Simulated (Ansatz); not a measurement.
# Low-lying states of C₂H₄

Calculated in Ansatz's Gaussian-basis code. State-averaged CASSCF with equal weights; occupations are averaged over the states; levels count from the state that is lowest in CASSCF. CASSCF levels without dynamic correlation can be off by over 1 eV. No symmetry is imposed, so a solution can break that of the shape. No proof that the lowest CASSCF solution was found.

Geometry:

```
atom    x (Å)    y (Å)    z (Å)
   C   0.0000   0.0000   0.6695
   C   0.0000   0.0000  -0.6695
   H  -0.5971   0.7116   1.2321
   H   0.5971  -0.7116   1.2321
   H   0.5971   0.7116  -1.2321
   H  -0.5971  -0.7116  -1.2321
```

Basis cc-pVDZ, nonrelativistic, 2 orbitals frozen in the corrections; active space CAS(4,4). Averaged: 1 singlet, 1 triplet, 1 quintet.

Q: Give the levels in order, with their spins.

A: 

```csv
state,CASSCF (eV)
singlet,0.000
triplet,0.165
quintet,11.690
```

Occupations: 1.66, 1.14, 0.86, 0.34.

Geometry:

```xyz
6

C     0.0000    0.0000    0.6695
C     0.0000    0.0000   -0.6695
H    -0.6568    0.6568    1.2321
H     0.6568   -0.6568    1.2321
H     0.6568    0.6568   -1.2321
H    -0.6568   -0.6568   -1.2321
```

Basis cc-pVDZ, nonrelativistic, 2 orbitals frozen in the corrections; active space CAS(2,2). Averaged: 3 singlets.

Q: Give the levels in order.

A: 

```tsv
state	CASSCF (eV)
singlet	0.000
singlet	3.156
singlet	3.321
```

Occupations: 1.00, 1.00.

Same geometry.

Basis cc-pVDZ, nonrelativistic, 2 orbitals frozen in the corrections; active space CAS(2,2). Averaged: 1 singlet, 1 triplet.

Q: Give the levels in order, with their spins.

A: 

```json
{"state": "triplet", "CASSCF (eV)": "0.000"}
{"state": "singlet", "CASSCF (eV)": "0.093"}
```

Occupations: 1.00, 1.00.
